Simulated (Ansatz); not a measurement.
Two structures, one formula

Two relaxed structures of NaSiH₃, singlet (PBE0-D4/def2-TZVP; forces vanish, vibrations not checked).

A:

| atom | x (Å) | y (Å) | z (Å) |
| --- | --- | --- | --- |
| Na1 | 1.6760 | -0.4941 | -0.2346 |
| Si2 | -0.8982 | 0.2648 | 0.1259 |
| H3 | -0.1402 | 0.3701 | -1.2375 |
| H4 | -0.3757 | -1.1897 | 0.3626 |
| H5 | 0.3103 | 0.8804 | 0.9038 |

B:

Na1  (-2.462, 0.726, 0.343)
Si2  (0.153, -0.045, -0.021)
H3  (0.696, 0.139, -1.413)
H4  (0.448, -1.493, 0.262)
H5  (1.165, 0.674, 0.829)
(Å)

Ansatz 0.2.0; basis: def2-TZVPP; cores frozen in the correlated methods. The outer core shell of Li, Na, Mg and K is correlated. The def2 sets are not built for correlating such inner shells, so the correlated values are less sure here. B3LYP uses VWN-RPA correlation.

Q: Which structure is lower at CCSD(T), and by how much? (Judge from chemistry; the value comes from the calculation.)

A: Computed: B, by 1.35 kcal/mol (electronic energy, against the other). By their contacts, A is NaSiH₃ ([H]1[Na]23[H][Si]12[H]3) and B is NaSiH₃ ([Na][SiH3]).

All methods give the same order:

| method | E(B) − E(A) (kcal/mol) |
| --- | --- |
| PBE-D4 | -1.28 |
| r2SCAN-D4 | -0.86 |
| PBE0-D4 | -2.10 |
| B3LYP-D4 | -2.10 |
| wB97M-V | -0.94 |
| HF | -5.24 |
| MP2 | -2.10 |
| CCSD | -1.80 |
| CCSD(T) | -1.35 |

The T1 diagnostic stays at or below 0.014.

Labels in which every atom is bracketed show which atoms are joined, not bond orders.

For scale, one of the runs: CCSD(T)/def2-TZVPP, 116 basis functions, launched by `ansatz run in.yaml --threads 2 --pin off --events-out ev --progress --plain --max-ram 4352MiB`. The run took about 5.5 s on 2 CPU threads of an Arm Neoverse V1 (shared host).
